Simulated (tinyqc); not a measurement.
Worked calculation (part 1 of 2): ROHF in the sto-3g basis, for LiH, spin multiplicity 3. Computed by tinyqc, a small Python program that keeps every step (integrals from PySCF). Settings: charge = 0, multiplicity = 3, basis = sto-3g, energy threshold = 1e-10, iteration cap = 56, orthogonalisation = canonical, start = core, DIIS depth = 8, method = ROHF. Command: `OMP_NUM_THREADS=1 python tinyqc.py 22022 22023 out.jsonl` (the two numbers bound the seeds that draw the settings). One thread of a shared host (Intel(R) Xeon(R) Processor @ 2.60GHz), about 0.09 s of CPU time with the checks. Later iterations appear only in the table of the cycle.

## One-electron integrals

Geometry (angstrom):

| atom | x | y | z |
|---|---|---|---|
| Li | 0.000000 | 0.000000 | 0.000000 |
| H | 0.000000 | 0.000000 | 2.487000 |

Basis sto-3g: exponents (1/bohr^2) and contraction coefficients of normalised primitives:

| element | l (shell) | exponent | coefficient |
|---|---|---|---|
| Li | s (1) | 16.119575 | 0.154329 |
| Li | s (1) | 2.936201 | 0.535328 |
| Li | s (1) | 0.794651 | 0.444635 |
| Li | s (2) | 0.636290 | -0.099967 |
| Li | s (2) | 0.147860 | 0.399513 |
| Li | s (2) | 0.048089 | 0.700115 |
| Li | p (3) | 0.636290 | 0.155916 |
| Li | p (3) | 0.147860 | 0.607684 |
| Li | p (3) | 0.048089 | 0.391957 |
| H | s (1) | 3.425251 | 0.154329 |
| H | s (1) | 0.623914 | 0.535328 |
| H | s (1) | 0.168855 | 0.444635 |

Overlap, kinetic and nuclear-attraction integrals over the contracted functions; the nuclear repulsion is the sum of Za Zb / Rab.

nuclear repulsion = 0.63833198 hartree

overlap S:
```
           1Li 1s    1Li 2s   1Li 2px   1Li 2py   1Li 2pz     2H 1s
1Li 1s   1.000000  0.241137  0.000000  0.000000  0.000000  0.008449
1Li 2s   0.241137  1.000000  0.000000  0.000000  0.000000  0.199751
1Li 2px  0.000000  0.000000  1.000000  0.000000  0.000000  0.000000
1Li 2py  0.000000  0.000000  0.000000  1.000000  0.000000  0.000000
1Li 2pz  0.000000  0.000000  0.000000  0.000000  1.000000  0.299330
2H 1s    0.008449  0.199751  0.000000  0.000000  0.299330  1.000000
```

kinetic energy T (hartree):
```
            1Li 1s     1Li 2s   1Li 2px   1Li 2py   1Li 2pz      2H 1s
1Li 1s    3.576786  -0.020237  0.000000  0.000000  0.000000  -0.004631
1Li 2s   -0.020237   0.102163  0.000000  0.000000  0.000000   0.004195
1Li 2px   0.000000   0.000000  0.319682  0.000000  0.000000   0.000000
1Li 2py   0.000000   0.000000  0.000000  0.319682  0.000000   0.000000
1Li 2pz   0.000000   0.000000  0.000000  0.000000  0.319682   0.027089
2H 1s    -0.004631   0.004195  0.000000  0.000000  0.027089   0.760032
```

nuclear attraction V (hartree):
```
            1Li 1s     1Li 2s    1Li 2px    1Li 2py    1Li 2pz      2H 1s
1Li 1s   -8.195659  -1.015652   0.000000   0.000000  -0.006666  -0.032777
1Li 2s   -1.015652  -1.415283   0.000000   0.000000  -0.073648  -0.290185
1Li 2px   0.000000   0.000000  -1.387982   0.000000   0.000000   0.000000
1Li 2py   0.000000   0.000000   0.000000  -1.387982   0.000000   0.000000
1Li 2pz  -0.006666  -0.073648   0.000000   0.000000  -1.440634  -0.438821
2H 1s    -0.032777  -0.290185   0.000000   0.000000  -0.438821  -1.864932
```

core Hamiltonian H = T + V (hartree):
```
            1Li 1s     1Li 2s    1Li 2px    1Li 2py    1Li 2pz      2H 1s
1Li 1s   -4.618872  -1.035889   0.000000   0.000000  -0.006666  -0.037408
1Li 2s   -1.035889  -1.313120   0.000000   0.000000  -0.073648  -0.285990
1Li 2px   0.000000   0.000000  -1.068300   0.000000   0.000000   0.000000
1Li 2py   0.000000   0.000000   0.000000  -1.068300   0.000000   0.000000
1Li 2pz  -0.006666  -0.073648   0.000000   0.000000  -1.120952  -0.411732
2H 1s    -0.037408  -0.285990   0.000000   0.000000  -0.411732  -1.104900
```

## Two-electron integrals

Functions are numbered as in S; the eight-fold symmetry (ij|kl) = (ji|kl) = (kl|ij) leaves the list below.

Two-electron integrals (ij|kl) in chemists' order, unique and non-zero (hartree):
```
(11|11) 1.680395   (21|11) 0.265420   (21|21) 0.049941   (22|11) 0.397727
(22|21) 0.092860   (22|22) 0.290562   (31|31) 0.008981   (32|31) 0.013788
(32|32) 0.064184   (33|11) 0.396640   (33|21) 0.092880   (33|22) 0.290497
(33|33) 0.312946   (41|41) 0.008981   (42|41) 0.013788   (42|42) 0.064184
(43|43) 0.016869   (44|11) 0.396640   (44|21) 0.092880   (44|22) 0.290497
(44|33) 0.279207   (44|44) 0.312946   (51|51) 0.008981   (52|51) 0.013788
(52|52) 0.064184   (53|53) 0.016869   (54|54) 0.016869   (55|11) 0.396640
(55|21) 0.092880   (55|22) 0.290497   (55|33) 0.279207   (55|44) 0.279207
(55|55) 0.312946   (61|11) 0.008577   (61|21) 0.001649   (61|22) 0.003211
(61|33) 0.003166   (61|44) 0.003166   (61|51) 0.000241   (61|52) 0.000477
(61|55) 0.003306   (61|61) 0.000062   (62|11) 0.053763   (62|21) 0.012865
(62|22) 0.047520   (62|33) 0.044662   (62|44) 0.044662   (62|51) 0.001883
(62|52) 0.015122   (62|55) 0.053189   (62|61) 0.000534   (62|62) 0.017736
(63|31) 0.000598   (63|32) 0.003637   (63|53) 0.001816   (63|63) 0.000758
(64|41) 0.000598   (64|42) 0.003637   (64|54) 0.001816   (64|64) 0.000758
(65|11) 0.077469   (65|21) 0.018607   (65|22) 0.069987   (65|33) 0.065270
(65|44) 0.065270   (65|51) 0.002893   (65|52) 0.023487   (65|55) 0.079351
(65|61) 0.000784   (65|62) 0.027582   (65|65) 0.043036   (66|11) 0.212767
(66|21) 0.051299   (66|22) 0.206381   (66|33) 0.190557   (66|44) 0.190557
(66|51) 0.006653   (66|52) 0.070328   (66|55) 0.237789   (66|61) 0.002113
(66|62) 0.104612   (66|65) 0.165732   (66|66) 0.774606
```

## Orthogonalisation

S = U s U^T; canonical form X = U s^(-1/2), so that X^T S X = 1. Each column of U has its largest component positive (the first on a tie).

eigenvalues of S: 0.611211  0.812523  1.000000  1.000000  1.180690  1.395576

X:
```
                 1          2          3         4          5         6
1Li 1s    0.391417   0.709771   0.000000  0.000000   0.573566  0.278969
1Li 2s   -0.659509  -0.539550   0.000000  0.000000   0.440100  0.438979
1Li 2px   0.000000   0.000000  -0.093954  0.995577   0.000000  0.000000
1Li 2py   0.000000   0.000000   0.995577  0.093954   0.000000  0.000000
1Li 2pz  -0.624497   0.559504   0.000000  0.000000  -0.487531  0.402988
2H 1s     0.811136  -0.350430   0.000000  0.000000  -0.294297  0.532564
```

Within a degenerate level the vectors are fixed only up to a rotation; this is one choice.

## Starting guess

The start is the orbitals of the core Hamiltonian; D(s) = C_occ C_occ^T for each spin.

D(alpha) at the start:
```
            1Li 1s     1Li 2s   1Li 2px   1Li 2py    1Li 2pz      2H 1s
1Li 1s    1.063285  -0.263333  0.000000  0.000000   0.002854   0.027854
1Li 2s   -0.263333   1.095835  0.000000  0.000000  -0.028005  -0.122237
1Li 2px   0.000000   0.000000  0.000000  0.000000   0.000000   0.000000
1Li 2py   0.000000   0.000000  0.000000  0.000000   0.000000   0.000000
1Li 2pz   0.002854  -0.028005  0.000000  0.000000   0.497528   0.376058
2H 1s     0.027854  -0.122237  0.000000  0.000000   0.376058   0.293582
```

D(beta) at the start:
```
            1Li 1s     1Li 2s   1Li 2px   1Li 2py    1Li 2pz      2H 1s
1Li 1s    1.011266  -0.024702  0.000000  0.000000   0.000319   0.003918
1Li 2s   -0.024702   0.000603  0.000000  0.000000  -0.000008  -0.000096
1Li 2px   0.000000   0.000000  0.000000  0.000000   0.000000   0.000000
1Li 2py   0.000000   0.000000  0.000000  0.000000   0.000000   0.000000
1Li 2pz   0.000319  -0.000008  0.000000  0.000000   0.000000   0.000001
2H 1s     0.003918  -0.000096  0.000000  0.000000   0.000001   0.000015
```

## Iteration 1: building the Fock matrix

J_ij = sum D_kl (ij|kl) with D = D(alpha) + D(beta), K_ij = sum D_kl (ik|jl) for each spin; F = H + J - K(s); E = tr D H + tr D J / 2 - 0.5 sum_s tr D(s) K(s) + E_nn.

Coulomb J (hartree):
```
           1Li 1s    1Li 2s   1Li 2px   1Li 2py   1Li 2pz     2H 1s
1Li 1s   4.074712  0.695897  0.000000  0.000000  0.002969  0.023067
1Li 2s   0.695897  1.336533  0.000000  0.000000  0.031135  0.229007
1Li 2px  0.000000  0.000000  1.321080  0.000000  0.000000  0.000000
1Li 2py  0.000000  0.000000  0.000000  1.321080  0.000000  0.000000
1Li 2pz  0.002969  0.031135  0.000000  0.000000  1.360247  0.339242
2H 1s    0.023067  0.229007  0.000000  0.000000  0.339242  1.079149
```

exchange K(alpha) (hartree):
```
           1Li 1s    1Li 2s   1Li 2px   1Li 2py   1Li 2pz     2H 1s
1Li 1s   1.706421  0.273574  0.000000  0.000000  0.000563  0.012723
1Li 2s   0.273574  0.360217  0.000000  0.000000  0.017471  0.100531
1Li 2px  0.000000  0.000000  0.081749  0.000000  0.000000  0.000000
1Li 2py  0.000000  0.000000  0.000000  0.081749  0.000000  0.000000
1Li 2pz  0.000563  0.017471  0.000000  0.000000  0.295058  0.196057
2H 1s    0.012723  0.100531  0.000000  0.000000  0.196057  0.365695
```

exchange K(beta) (hartree):
```
           1Li 1s    1Li 2s   1Li 2px   1Li 2py   1Li 2pz     2H 1s
1Li 1s   1.686310  0.257624  0.000000  0.000000  0.000431  0.008166
1Li 2s   0.257624  0.046184  0.000000  0.000000  0.000104  0.001488
1Li 2px  0.000000  0.000000  0.008444  0.000000  0.000000  0.000000
1Li 2py  0.000000  0.000000  0.000000  0.008444  0.000000  0.000000
1Li 2pz  0.000431  0.000104  0.000000  0.000000  0.008459  0.000218
2H 1s    0.008166  0.001488  0.000000  0.000000  0.000218  0.000056
```

F(alpha) (hartree):
```
            1Li 1s     1Li 2s   1Li 2px   1Li 2py    1Li 2pz      2H 1s
1Li 1s   -2.250581  -0.613566  0.000000  0.000000  -0.004261  -0.027063
1Li 2s   -0.613566  -0.336804  0.000000  0.000000  -0.059984  -0.157514
1Li 2px   0.000000   0.000000  0.171032  0.000000   0.000000   0.000000
1Li 2py   0.000000   0.000000  0.000000  0.171032   0.000000   0.000000
1Li 2pz  -0.004261  -0.059984  0.000000  0.000000  -0.055763  -0.268548
2H 1s    -0.027063  -0.157514  0.000000  0.000000  -0.268548  -0.391446
```

F(beta) (hartree):
```
            1Li 1s     1Li 2s   1Li 2px   1Li 2py    1Li 2pz      2H 1s
1Li 1s   -2.230471  -0.597616  0.000000  0.000000  -0.004129  -0.022507
1Li 2s   -0.597616  -0.022770  0.000000  0.000000  -0.042617  -0.058471
1Li 2px   0.000000   0.000000  0.244336  0.000000   0.000000   0.000000
1Li 2py   0.000000   0.000000  0.000000  0.244336   0.000000   0.000000
1Li 2pz  -0.004129  -0.042617  0.000000  0.000000   0.230835  -0.072708
2H 1s    -0.022507  -0.058471  0.000000  0.000000  -0.072708  -0.025806
```

total energy of this density = -7.61901725 hartree

## Iteration 1: Roothaan effective Fock matrix

With projectors Pc = D(beta) S, Po = (D(alpha) - D(beta)) S, Pv = 1 - D(alpha) S, the block xy is Px^T F Py; with Fc = (F(alpha) + F(beta))/2, the blocks are Fc for cc, oo, vv and cv, F(beta) for co and F(alpha) for ov.

effective F (hartree):
```
            1Li 1s     1Li 2s   1Li 2px   1Li 2py    1Li 2pz      2H 1s
1Li 1s   -2.240430  -0.603454  0.000000  0.000000  -0.003233  -0.023917
1Li 2s   -0.603454  -0.180447  0.000000  0.000000  -0.046201  -0.117837
1Li 2px   0.000000   0.000000  0.207684  0.000000   0.000000   0.000000
1Li 2py   0.000000   0.000000  0.000000  0.207684   0.000000   0.000000
1Li 2pz  -0.003233  -0.046201  0.000000  0.000000   0.113220  -0.176033
2H 1s    -0.023917  -0.117837  0.000000  0.000000  -0.176033  -0.239763
```

## Iteration 1: diagonalisation and new density

Diagonalise F' = X^T F X, C = X C', fill 3 alpha and 1 beta electrons from the bottom; D(s) = C_occ C_occ^T. Each column has its largest component positive (the first on a tie).

F' = X^T F X (hartree):
```
           1          2         3         4          5          6
1   0.028975  -0.350486  0.000000  0.000000  -0.271016  -0.302093
2  -0.350486  -0.651318  0.000000  0.000000  -0.941866  -0.412831
3   0.000000   0.000000  0.207684  0.000000   0.000000   0.000000
4   0.000000   0.000000  0.000000  0.207684   0.000000   0.000000
5  -0.271016  -0.941866  0.000000  0.000000  -1.060793  -0.553807
6  -0.302093  -0.412831  0.000000  0.000000  -0.553807  -0.561382
```

orbital energies (hartree): MO1 -2.242368, MO2 -0.279700, MO3 0.028974, MO4 0.207684, MO5 0.207684, MO6 0.248575

coefficients C:
```
               MO1        MO2        MO3        MO4       MO5        MO6
1Li 1s    0.992175  -0.073397  -0.268194   0.000000  0.000000  -0.045344
1Li 2s    0.030770   0.233309   1.010811   0.000000  0.000000   0.187983
1Li 2px   0.000000   0.000000   0.000000   0.810696  0.585468   0.000000
1Li 2py   0.000000   0.000000   0.000000  -0.585468  0.810696   0.000000
1Li 2pz   0.002651   0.224462  -0.168562   0.000000  0.000000   1.012088
2H 1s    -0.003264   0.841220  -0.325026   0.000000  0.000000  -0.581098
```

D(alpha) after iteration 1:
```
            1Li 1s     1Li 2s   1Li 2px   1Li 2py    1Li 2pz      2H 1s
1Li 1s    1.061727  -0.257689  0.000000  0.000000   0.031363   0.022188
1Li 2s   -0.257689   1.077118  0.000000  0.000000  -0.117934  -0.132376
1Li 2px   0.000000   0.000000  0.000000  0.000000   0.000000   0.000000
1Li 2py   0.000000   0.000000  0.000000  0.000000   0.000000   0.000000
1Li 2pz   0.031363  -0.117934  0.000000  0.000000   0.078803   0.243600
2H 1s     0.022188  -0.132376  0.000000  0.000000   0.243600   0.813303
```

D(beta) after iteration 1:
```
            1Li 1s     1Li 2s   1Li 2px   1Li 2py    1Li 2pz      2H 1s
1Li 1s    0.984412   0.030529  0.000000  0.000000   0.002631  -0.003239
1Li 2s    0.030529   0.000947  0.000000  0.000000   0.000082  -0.000100
1Li 2px   0.000000   0.000000  0.000000  0.000000   0.000000   0.000000
1Li 2py   0.000000   0.000000  0.000000  0.000000   0.000000   0.000000
1Li 2pz   0.002631   0.000082  0.000000  0.000000   0.000007  -0.000009
2H 1s    -0.003239  -0.000100  0.000000  0.000000  -0.000009   0.000011
```

Within a degenerate level the vectors are fixed only up to a rotation; this is one choice.

## Iteration 2: building the Fock matrix

As before.

Coulomb J (hartree):
```
           1Li 1s    1Li 2s   1Li 2px   1Li 2py   1Li 2pz     2H 1s
1Li 1s   3.974641  0.675268  0.000000  0.000000  0.003692  0.022388
1Li 2s   0.675268  1.297235  0.000000  0.000000  0.050461  0.249988
1Li 2px  0.000000  0.000000  1.279629  0.000000  0.000000  0.000000
1Li 2py  0.000000  0.000000  0.000000  1.279629  0.000000  0.000000
1Li 2pz  0.003692  0.050461  0.000000  0.000000  1.325309  0.374905
2H 1s    0.022388  0.249988  0.000000  0.000000  0.374905  1.320256
```

exchange K(alpha) (hartree):
```
           1Li 1s     1Li 2s   1Li 2px   1Li 2py    1Li 2pz     2H 1s
1Li 1s   1.701943   0.267664  0.000000  0.000000   0.001487  0.010324
1Li 2s   0.267664   0.332976  0.000000  0.000000  -0.008184  0.121619
1Li 2px  0.000000   0.000000  0.073458  0.000000   0.000000  0.000000
1Li 2py  0.000000   0.000000  0.000000  0.073458   0.000000  0.000000
1Li 2pz  0.001487  -0.008184  0.000000  0.000000   0.163796  0.203745
2H 1s    0.010324   0.121619  0.000000  0.000000   0.203745  0.698961
```

exchange K(beta) (hartree):
```
           1Li 1s    1Li 2s   1Li 2px   1Li 2py   1Li 2pz     2H 1s
1Li 1s   1.670399  0.274857  0.000000  0.000000  0.000822  0.009659
1Li 2s   0.274857  0.055015  0.000000  0.000000  0.000234  0.002026
1Li 2px  0.000000  0.000000  0.009739  0.000000  0.000000  0.000000
1Li 2py  0.000000  0.000000  0.000000  0.009739  0.000000  0.000000
1Li 2pz  0.000822  0.000234  0.000000  0.000000  0.009722  0.000312
2H 1s    0.009659  0.002026  0.000000  0.000000  0.000312  0.000090
```

F(alpha) (hartree):
```
            1Li 1s     1Li 2s   1Li 2px   1Li 2py    1Li 2pz      2H 1s
1Li 1s   -2.346174  -0.628285  0.000000  0.000000  -0.004462  -0.025343
1Li 2s   -0.628285  -0.348861  0.000000  0.000000  -0.015003  -0.157621
1Li 2px   0.000000   0.000000  0.137871  0.000000   0.000000   0.000000
1Li 2py   0.000000   0.000000  0.000000  0.137871   0.000000   0.000000
1Li 2pz  -0.004462  -0.015003  0.000000  0.000000   0.040560  -0.240571
2H 1s    -0.025343  -0.157621  0.000000  0.000000  -0.240571  -0.483605
```

F(beta) (hartree):
```
            1Li 1s     1Li 2s   1Li 2px   1Li 2py    1Li 2pz      2H 1s
1Li 1s   -2.314630  -0.635478  0.000000  0.000000  -0.003797  -0.024678
1Li 2s   -0.635478  -0.070900  0.000000  0.000000  -0.023421  -0.038028
1Li 2px   0.000000   0.000000  0.201589  0.000000   0.000000   0.000000
1Li 2py   0.000000   0.000000  0.000000  0.201589   0.000000   0.000000
1Li 2pz  -0.003797  -0.023421  0.000000  0.000000   0.194635  -0.037139
2H 1s    -0.024678  -0.038028  0.000000  0.000000  -0.037139   0.215266
```

total energy of this density = -7.76959411 hartree

## Iteration 2: Roothaan effective Fock matrix

As before.

effective F (hartree):
```
            1Li 1s     1Li 2s   1Li 2px   1Li 2py    1Li 2pz      2H 1s
1Li 1s   -2.330177  -0.635529  0.000000  0.000000  -0.003505  -0.024475
1Li 2s   -0.635529  -0.209795  0.000000  0.000000  -0.002738  -0.097201
1Li 2px   0.000000   0.000000  0.169730  0.000000   0.000000   0.000000
1Li 2py   0.000000   0.000000  0.000000  0.169730   0.000000   0.000000
1Li 2pz  -0.003505  -0.002738  0.000000  0.000000   0.182295  -0.087306
2H 1s    -0.024475  -0.097201  0.000000  0.000000  -0.087306  -0.169132
```

## Iteration 2: DIIS over 2 matrices

error matrix X^T (FDS - SDF) X:
```
           1          2         3         4          5          6
1   0.000000   0.013844  0.000000  0.000000   0.020318  -0.037114
2  -0.013844   0.000000  0.000000  0.000000  -0.009353   0.034189
3   0.000000   0.000000  0.000000  0.000000   0.000000   0.000000
4   0.000000   0.000000  0.000000  0.000000   0.000000   0.000000
5  -0.020318   0.009353  0.000000  0.000000   0.000000  -0.011836
6   0.037114  -0.034189  0.000000  0.000000   0.011836   0.000000
```

B (overlaps of the stored error matrices):
```
               1              2
1  1.2251837e-01  2.6631844e-02
2  2.6631844e-02  6.7567514e-03
```

Minimise |sum c_i e_i|^2 with sum c_i = 1: solve [B -1; -1 0][c; lambda] = [0; -1] with B_ij = tr e_i^T e_j, and take F = sum c_i F_i.

DIIS coefficients: -0.261475  1.261475

extrapolated F (hartree):
```
            1Li 1s     1Li 2s   1Li 2px   1Li 2py    1Li 2pz      2H 1s
1Li 1s   -2.353644  -0.643916  0.000000  0.000000  -0.003576  -0.024621
1Li 2s   -0.643916  -0.217469  0.000000  0.000000   0.008627  -0.091805
1Li 2px   0.000000   0.000000  0.159806  0.000000   0.000000   0.000000
1Li 2py   0.000000   0.000000  0.000000  0.159806   0.000000   0.000000
1Li 2pz  -0.003576   0.008627  0.000000  0.000000   0.200356  -0.064107
2H 1s    -0.024621  -0.091805  0.000000  0.000000  -0.064107  -0.150663
```
